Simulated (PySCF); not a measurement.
**CH₆PSi−: electronic excitations and core binding energies**

What electronic excitations and core binding energies should CH₆PSi− (`[SiH3]C[PH-]`) show?

Programs: PySCF 2.14.0, with density-fitted response routines of our own. Each step states its level of theory. These are calculated values for one molecule in the gas phase, unless marked as measured. Atoms count from 0, in the outputs and in this text.

## 1. The molecule as given

9 atoms, charge -1, multiplicity 1; geometry from: GFN2-xTB.

Bonds of the start (Å): Si0–C1 1.88, C1–P2 1.87, Si0–H3 1.49, Si0–H4 1.47, Si0–H5 1.47, C1–H6 1.09, C1–H7 1.09, P2–H8 1.37.

## 2. TDDFT and polarisability: PBE0/def2-SVPD

Job settings and geometry (Å):

```
{"job": {"kind": "uv", "xc": "PBE0", "basis": "def2-SVPD", "nstates": 8, "ntriplets": 3}, "charge": -1, "multiplicity": 1}
Si    -0.987877     0.409705     0.199146
C      0.425879    -0.759301    -0.212259
P      1.968217    -0.217495     0.696058
H     -2.217637     0.036988    -0.555876
H     -0.721233     1.799437    -0.196120
H     -1.361877     0.374830     1.615233
H      0.209321    -1.770565     0.141355
H      0.626312    -0.822513    -1.285311
H      2.072456     0.954908    -0.000166
```

Method: TDDFT PBE0/def2-SVPD, vertical, gas phase, core orbitals frozen in the response.

Log:

```text
coarse grid: 8056 points
cycle   1  E = -671.8735307111  dE = -6.873e-02  |g| = 4.009e-01  |ddm| = 3.130e+00
cycle   2  E = -671.8018697879  dE =  7.166e-02  |g| = 5.999e-01  |ddm| = 2.087e+01
cycle   3  E = -671.9395541881  dE = -1.377e-01  |g| = 3.858e-02  |ddm| = 1.901e+01
cycle   4  E = -671.9401306686  dE = -5.765e-04  |g| = 1.724e-02  |ddm| = 1.920e-01
cycle   5  E = -671.9402466450  dE = -1.160e-04  |g| = 4.123e-03  |ddm| = 1.249e-01
cycle   6  E = -671.9402535342  dE = -6.889e-06  |g| = 9.544e-04  |ddm| = 7.376e-02
final grid: 67296 points
cycle   7  E = -672.0180445398  dE = -1.190e-05  |g| = 3.715e-03  |ddm| = 6.322e-02
cycle   8  E = -672.0180410896  dE =  3.450e-06  |g| = 5.138e-03  |ddm| = 1.202e-02
cycle   9  E = -672.0180483012  dE = -7.212e-06  |g| = 3.438e-04  |ddm| = 7.096e-03
cycle  10  E = -672.0180483499  dE = -4.862e-08  |g| = 7.616e-05  |ddm| = 1.802e-03
cycle  11  E = -672.0180483521  dE = -2.233e-09  |g| = 3.246e-05  |ddm| = 4.710e-04
cycle  12  E = -672.0180483526  dE = -4.676e-10  |g| = 5.776e-06  |ddm| = 3.271e-04
converged SCF energy = -672.0180483526

Static polarisability (au): isotropic 95.809, principal 72.897 82.359 132.172

Singlet excitations
state   eV       nm        f      main configurations
  1   2.4021    516.1   0.01532   H->L 0.68, H->L+1 0.31
  2   2.6591    466.3   0.02553   H->L+1 0.68, H->L 0.31
  3   3.6378    340.8   0.01036   H->L+2 0.99
  4   3.8507    322.0   0.14677   H->L+3 0.86, H->L+5 0.08
  5   4.0197    308.4   0.02596   H->L+4 0.74, H->L+5 0.16, H->L+3 0.08
  6   4.2569    291.3   0.00741   H->L+5 0.73, H->L+4 0.19
  7   4.5363    273.3   0.01044   H->L+7 0.47, H->L+6 0.34, H->L+9 0.15
  8   4.5844    270.4   0.00330   H->L+6 0.62, H->L+7 0.24

Triplet excitations (Tamm-Dancoff, eV): 2.2557 2.5035 3.3311
```

Wall time 3.7 s (1 thread, shared host).

The orbitals next to the gap, with their largest atomic shares:

```csv
orbital,eV,atoms
HOMO−3,-5.00,"C1 31 %, Si0 31 %, H4 11 %"
HOMO−2,-3.96,"P2 32 %, C1 30 %, H8 19 %"
HOMO−1,-1.68,"P2 65 %, C1 16 %, H8 12 %"
HOMO,0.94,"P2 62 %, C1 14 %, H8 11 %"
LUMO,4.24,"Si0 60 %, H3 10 %, H5 8 %"
LUMO+1,4.56,"Si0 26 %, C1 19 %, H3 10 %"
LUMO+2,5.57,"Si0 51 %, H3 16 %, H4 10 %"
```

With each of the 8 states as a Gaussian band of 0.4 eV half-width at 1/e, the curve within the window shown has maxima at 482 nm (ε 1,500), 320 nm (ε 7,300) L/(mol cm). Beyond the last state computed it falls off for lack of states. The curve at chosen wavelengths:

(nm, ε (L/mol/cm)): (254, 317), (271, 1079), (289, 3111), (306, 6130), (323, 7250), (341, 5349), (358, 2869), (376, 1217), (393, 638), (410, 628), (428, 892), (445, 1188), (462, 1409), (480, 1503), (497, 1462), (514, 1328), (532, 1129), (549, 926), (566, 733), (584, 554), (601, 416), (619, 300), (636, 217), (653, 156), (671, 108), (688, 76)

Ground-state properties from the same run:

```csv
property,computed
polarisability (Å³),14.20
HOMO–LUMO gap (eV),3.31
−ε(HOMO) (eV),-0.93
```

## 3. Core holes by ΔSCF: SCAN, X2C

Settings changed since step 2:

```diff
@@ -1,2 +1,2 @@
-{"job": {"kind": "uv", "xc": "PBE0", "basis": "def2-SVPD", "nstates": 8, "ntriplets": 3}, "charge": -1, "multiplicity": 1}
+{"job": {"kind": "xps"}, "charge": -1, "multiplicity": 1}
 Si    -0.987877     0.409705     0.199146
```

Level: delta-SCF UKS SCAN, pcX-2 on the ionised atom, pcseg-1 elsewhere, spin-free X2C.

Log:

```text
ground state, core basis on atom 0 (Si), 122 functions
  cycle   1  E = -673.81264430  |g| = 5.18e-01
  cycle   2  E = -673.65313095  |g| = 8.44e-01
  cycle   3  E = -673.91361215  |g| = 7.52e-02
  cycle   4  E = -673.91571628  |g| = 3.25e-02
  cycle   5  E = -673.91601679  |g| = 8.93e-03
  cycle   6  E = -673.91603736  |g| = 2.28e-03
  cycle   7  E = -673.91603821  |g| = 1.45e-03
  cycle   8  E = -673.91604046  |g| = 2.02e-04
  E(ground) = -673.92910334 Eh
hole in Si 1s of atom 0
  cycle   1  E = -605.16562772  |g| = 4.35e+00
  cycle   2  E = -602.69964344  |g| = 2.75e+00
  cycle   3  E = -597.80767462  |g| = 2.40e+00
  cycle   4  E = -605.94895341  |g| = 5.52e-01
  cycle   5  E = -606.07224035  |g| = 4.46e-01
  cycle   6  E = -606.21583295  |g| = 1.32e-01
  cycle   7  E = -606.22983770  |g| = 6.83e-02
  cycle   8  E = -606.23238050  |g| = 2.36e-02
  cycle   9  E = -606.23276798  |g| = 5.17e-03
  cycle  10  E = -606.23278826  |g| = 1.21e-03
  cycle  11  E = -606.23278986  |g| = 3.81e-04
  E(ion) = -606.25339961 Eh   <S^2> = 0.7526   hole on atom = 1.000   binding energy = 1841.550 eV
hole in Si 2p of atom 0
  cycle   1  E = -669.82518773  |g| = 1.24e+00
  cycle   2  E = -667.71763872  |g| = 1.87e+00
  cycle   3  E = -669.79464112  |g| = 6.50e-01
  cycle   4  E = -670.14535843  |g| = 1.41e-01
  cycle   5  E = -670.15289922  |g| = 8.79e-02
  cycle   6  E = -670.15706872  |g| = 3.19e-02
  cycle   7  E = -670.15763620  |g| = 7.76e-03
  cycle   8  E = -670.15767498  |g| = 2.18e-03
  cycle   9  E = -670.15767924  |g| = 5.46e-04
  cycle  10  E = -670.15767978  |g| = 2.35e-04
  E(ion) = -670.18166761 Eh   <S^2> = 0.7531   hole on atom = 1.003   binding energy = 101.973 eV
  2p3/2 = 101.788 eV   2p1/2 = 102.412 eV
ground state, core basis on atom 1 (C), 111 functions
  cycle   1  E = -673.82182335  |g| = 6.10e-02
  cycle   2  E = -673.82183460  |g| = 2.46e-02
  cycle   3  E = -673.82192980  |g| = 1.81e-02
  cycle   4  E = -673.82202321  |g| = 5.22e-03
  cycle   5  E = -673.82202991  |g| = 6.23e-04
  cycle   6  E = -673.82203177  |g| = 1.26e-04
  E(ground) = -673.87643941 Eh
hole in C 1s of atom 1
  cycle   1  E = -662.76161092  |g| = 1.51e+00
  cycle   2  E = -661.73393325  |g| = 2.00e+00
  cycle   3  E = -663.27529868  |g| = 3.90e-01
  cycle   4  E = -663.33697732  |g| = 1.51e-01
  cycle   5  E = -663.35126655  |g| = 3.93e-02
  cycle   6  E = -663.35238951  |g| = 8.71e-03
  cycle   7  E = -663.35244387  |g| = 3.97e-03
  cycle   8  E = -663.35245659  |g| = 1.25e-03
  cycle   9  E = -663.35245845  |g| = 6.40e-04
  cycle  10  E = -663.35245893  |g| = 1.63e-04
  E(ion) = -663.40504927 Eh   <S^2> = 0.7718   hole on atom = 1.000   binding energy = 284.941 eV
ground state, core basis on atom 2 (P), 122 functions
  cycle   1  E = -673.93576890  |g| = 3.41e-01
  cycle   2  E = -673.93561925  |g| = 3.86e-02
  cycle   3  E = -673.93502477  |g| = 5.87e-02
  cycle   4  E = -673.93611720  |g| = 5.10e-03
  cycle   5  E = -673.93612246  |g| = 3.56e-03
  cycle   6  E = -673.93612490  |g| = 1.85e-04
  E(ground) = -673.95986515 Eh
hole in P 1s of atom 2
  cycle   1  E = -594.04638753  |g| = 4.72e+00
  cycle   2  E = -594.33773221  |g| = 2.12e+00
  cycle   3  E = -594.81922325  |g| = 8.12e-01
  cycle   4  E = -595.14891395  |g| = 3.28e-01
  cycle   5  E = -595.20637940  |g| = 1.27e-01
  cycle   6  E = -595.21450983  |g| = 4.06e-02
  cycle   7  E = -595.21534701  |g| = 8.82e-03
  cycle   8  E = -595.21538595  |g| = 3.66e-03
  cycle   9  E = -595.21539468  |g| = 5.61e-04
  cycle  10  E = -595.21539466  |g| = 2.14e-04
  E(ion) = -595.24036824 Eh   <S^2> = 0.7519   hole on atom = 1.000   binding energy = 2142.067 eV
hole in P 2p of atom 2
  cycle   1  E = -668.78507672  |g| = 1.39e+00
  cycle   2  E = -668.73077075  |g| = 1.17e+00
  cycle   3  E = -669.16211607  |g| = 2.28e-01
  cycle   4  E = -669.18474602  |g| = 1.28e-01
  cycle   5  E = -669.19302984  |g| = 4.92e-02
  cycle   6  E = -669.19433215  |g| = 1.23e-02
  cycle   7  E = -669.19441061  |g| = 4.38e-03
  cycle   8  E = -669.19442269  |g| = 9.91e-04
  cycle   9  E = -669.19442284  |g| = 3.93e-04
  E(ion) = -669.22909888 Eh   <S^2> = 0.7539   hole on atom = 1.002   binding energy = 128.731 eV
  2p3/2 = 128.537 eV   2p1/2 = 129.437 eV
```

Run time: 9.1 s. Hardware: 1 thread, shared host.

The holes in one table. −ε is the ground-state orbital energy:

```csv
hole,stands for,environment,ΔSCF (eV; 2p as the shell's mean),−ε (eV),⟨S²⟩
Si1s on Si0,Si0,"silicon bonded to C, 3 H",1841.55,1788.6,0.753
Si2p on Si0,Si0,"silicon bonded to C, 3 H",102.00,91.4,0.753
C1s on C1,C1,sp3 CH2 bonded to P and Si,284.94,268.6,0.772
P1s on P2,P2,"phosphorus bonded to C, H",2142.07,2085.4,0.752
P2p on P2,P2,"phosphorus bonded to C, H",128.84,118.4,0.754
```

With the spin-orbit splitting: Si0 2p3/2 101.79, 2p1/2 102.41 eV; P2 2p3/2 128.54, 2p1/2 129.44 eV. The table gives each 2p level as the mean over the whole 2p shell (two parts 2p3/2, one part 2p1/2), which differs a little from the single hole in the log.

## 4. What came out

```
                                quantity                        value
         lowest singlet (PBE0/def2-SVPD)  2.40 eV (516 nm), f = 0.015
brightest single state of those computed  state 4, 3.85 eV, f = 0.147
                          lowest triplet                      2.26 eV
       Si1s binding energies, SCAN/pcX-2               Si0 1841.55 eV
       Si2p binding energies, SCAN/pcX-2                Si0 102.00 eV
        C1s binding energies, SCAN/pcX-2                 C1 284.94 eV
        P1s binding energies, SCAN/pcX-2                P2 2142.07 eV
        P2p binding energies, SCAN/pcX-2                 P2 128.84 eV
```

The lowest singlet, at 2.40 eV, is HOMO→LUMO 0.68, HOMO→LUMO+1 0.31 and is weak; of the 8 states computed, the strongest absorption comes from state 4 at 3.85 eV. State 1 absorbs in the visible (516 nm). The lowest triplet lies 0.15 eV below the lowest singlet (triplets in Tamm-Dancoff, singlets in full TDDFT). The lowest singlet lies above −ε(HOMO); no detachment energy was computed, so the anion's states may not be bound. At PBE0/def2-SVPD the HOMO lies above zero (+0.93 eV), as often for anions in the gas phase: self-interaction error lifts it, or the electron is held by the finite basis alone; counter-ions and solvent are missing.
